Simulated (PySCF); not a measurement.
Working with the constants of MgSi⁺

UHF-CCSD(T) constants of MgSi⁺, ²Π (doublet), unpaired electrons π ↑ (PySCF, no relativity, basis sets Mg cc-pVDZ, Si cc-pV(D+d)Z; masses 23.9850 and 27.9769 u):

```
ωe             : 272.8 cm⁻¹
ωexe           : 1.44 cm⁻¹
Be             : 0.17285 cm⁻¹
αe             : 0.00133 cm⁻¹
De to Mg⁺ + Si : 1.64 eV
```

**Question.** What force constant and bond length do these constants imply?

**Answer.** Reduced mass μred = 12.914 u; k = 5.8918×10⁻⁷·μred·ωe² (u, cm⁻¹, mdyn/Å) = 0.566 mdyn/Å; Re = √(16.8576/(μred·Be)) (u, cm⁻¹, Å) = 2.748 Å.

**Question.** Estimate the centrifugal constant D from the Kratzer relation and find the Dunham coefficient a1.

**Answer.** D = 4Be³/ωe² = 2.78e-07 cm⁻¹; a1 = −1 − αeωe/(6Be²) = -3.02.

Correlated steps freeze 6 core orbitals. Correlated levels converge slowly with the basis: in double zeta they bind strong bonds too weakly, by up to about 1 eV, and carry superposition errors of some tenths. For an ion De counts to the pair picked by the measured ionisation energies or electron affinities, which need not be the lowest pair at this level. The state is the lowest determinant that a PBE0 search found; another state may lie lower at other levels.
